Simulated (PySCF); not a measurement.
C2H3N, SMILES CC#N.

Geometry: PBE0-D3(BJ)/def2-TZVP.

Vertical ionisation energy (IE) and electron affinity (EA) in eV. Rows of orbital energies are one-electron estimates. Where ΔSCF, EOM or ADC give a negative EA the extra electron is unbound and the value depends on the basis.

```
level                                         IE     EA
-----------------------------------------  -----  -----
−ε(HOMO), −ε(LUMO), HF/def2-TZVPD (PySCF)  12.61  -1.58
ADC(2)/aug-cc-pVDZ (PySCF)                 11.95  -0.47
```

Problem. Give the lowest 1s main lines (those of the lightest heavy element) from CVS-ADC(2)-x/aug-cc-pVDZ (PySCF, non-relativistic), with pole strengths. (The exact figures need the calculation; the answer reports its results.)

Solution. 293.8 eV (1.54), 293.9 eV (1.52).

Problem. Beyond the first one, list the lowest photoelectron lines from ADC(2)/aug-cc-pVDZ in PySCF 2.14.0 with their pole strengths (two spins summed). (Estimate from the structure and the level; the computed values follow.)

Solution. 12.18 eV (1.78), 12.18 eV (1.78), 15.90 eV (1.80), 15.90 eV (1.80), 16.87 eV (1.75).
